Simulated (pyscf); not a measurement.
Thermochemistry of product channels of H₃C–AlH₂ + HCl on the singlet surface, in kcal/mol, from ωB97M-D3(BJ)/def2-TZVP energies (ideal gas, 1 atm, RRHO with modes under 100 cm⁻¹ raised to 100, one conformer, R ln 2 for rigid chiral ones). Optimised with ωB97X-D3(BJ)/def2-SVP in PySCF.

```json
[
 {"products": "H₃C–AlH–Cl + H₂", "ΔE": "…", "ΔH(298 K)": "-37.5", "ΔG(298 K)": "-35.9", "ΔG(1200 K)": "…"},
 {"products": "CH₄ + H₂Al–Cl", "ΔE": "-42.2", "ΔH(298 K)": "-39.8", "ΔG(298 K)": "-38.4", "ΔG(1200 K)": "-32.2"}
]
```

Problem. Some entries are withheld; supply them.

Solution. 
- H₃C–AlH–Cl + H₂, ΔE: -37.2
- H₃C–AlH–Cl + H₂, ΔG(1200 K): -32.3

These are energies of the channels, which say nothing of barriers.
